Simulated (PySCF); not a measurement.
## Vibration and rotation of MgO⁺

TPSSh constants of MgO⁺, ²Π (doublet), unpaired electrons π ↑ (PySCF, no relativity, basis sets Mg 6-311G(d,p), O 6-311G(d,p); masses 23.9850 and 15.9949 u):

* ωe: 688.7 cm⁻¹
* ωexe: 4.28 cm⁻¹
* Be: 0.5071 cm⁻¹
* αe: 0.00436 cm⁻¹
* D (centrifugal): 1.1e-06 cm⁻¹
* De to Mg⁺ + O: 2.14 eV

**Question.** Give the vibrational terms G(v) and spacings up to v = 6.

**Answer.** G(v) = ωe(v+½) − ωexe(v+½)².

```tsv
v	G(v) (cm⁻¹)	G(v) − G(v−1)	Bv (cm⁻¹)
0	343		0.5049
1	1023	680	0.5006
2	1695	672	0.4962
3	2358	663	0.4918
4	3012	654	0.4875
5	3658	646	0.4831
6	4296	637	0.4788
```

**Question.** How well does the Morse estimate ωe²/(4ωexe) reproduce De, and what is D0?

**Answer.** It gives 3.43 eV, 161 % of the computed De. D0 = De − G(0) = 2.14 − 0.04 = 2.10 eV.

For an ion De counts to the pair picked by the measured ionisation energies or electron affinities, which need not be the lowest pair at this level. The state was picked by a PBE0 search and need not be the measured ground state.
